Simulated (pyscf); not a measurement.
## Hydrogen abstraction: H₂N–GaH₂ (SMILES [NH2][GaH2]) + CH₃• (SMILES [CH3]) -> •HN–GaH₂ (SMILES [NH][GaH2]) + CH₄ (SMILES C)

Gas phase, doublet surface, charge 0. Bonds broken: N1–H3. Bonds formed: H3–C7. Single points on ωB97X-D3(BJ)/def2-SVP structures (PySCF, gas phase).

Transition state (Å):

```xyz
10

N     -1.8071    -0.2935    -0.3304
Ga    -1.9828     0.5994     1.2581
H     -0.6414    -0.1145    -0.9048
H     -1.9740    -1.2946    -0.4453
H     -3.1548     0.1716     2.2023
H     -1.0351     1.8182     1.4957
C      0.5671    -0.0526    -1.2775
H      0.5198     0.1251    -2.3596
H      0.9987     0.7940    -0.7277
H      1.0457    -1.0071    -1.0239
```

One imaginary mode, 1642i cm⁻¹; descent along it reached the two sides named.

```json
[
 {"bond": "N1–H3", "change": "breaks", "reactant side (Å)": "1.015", "saddle": "1.312", "product side": "2.476"},
 {"bond": "H3–C7", "change": "forms", "reactant side (Å)": "2.563", "saddle": "1.266", "product side": "1.100"}
]
```

Electronic energies relative to the separated reactants (kJ/mol):

| level | barrier | reaction energy | reverse barrier |
|---|---|---|---|
| ωB97X-D3(BJ)/def2-TZVP | 73.3 | +28.8 | 44.5 |
| PBE/def2-TZVP | 46.9 | +27.4 | 19.5 |
| r²SCAN/def2-TZVP | 63.1 | +32.4 | 30.7 |
| B3LYP-D3(BJ)/def2-TZVP | 62.6 | +27.1 | 35.5 |
| PBE0-D3(BJ)/def2-TZVP | 63.5 | +31.1 | 32.4 |
| M06-2X/def2-TZVP | 80.1 | +37.1 | 42.9 |
| ωB97M-D3(BJ)/def2-TZVP | 79.0 | +31.6 | 47.4 |
| HF/def2-TZVP | 140.0 | +17.3 | 122.7 |

With ωB97M-D3(BJ)/def2-TZVP energies and thermal terms (ideal gas, 1 atm, RRHO with modes under 100 cm⁻¹ raised to 100, one conformer, R ln 2 for rigid chiral ones), in kJ/mol:

```tsv
T (K)	ΔH‡	ΔG‡	ΔH	ΔG
298	72.3	108.2	+33.5	+32.6
600	72.7	144.6	+31.5	+32.6
900	75.4	180.0	+30.3	+33.4
1200	78.9	214.4	+29.8	+34.6
```

•HN–GaH₂ lies 143.2 kJ/mol over its isomer [H₂N–GaH]•, and others may lie lower still (electronic energy, ωB97M-D3(BJ)). This is the saddle that the search found; another between the same sides may lie lower. The angle at the transferred H is 170°. Elements up to Kr have no core potential and no relativistic terms here.
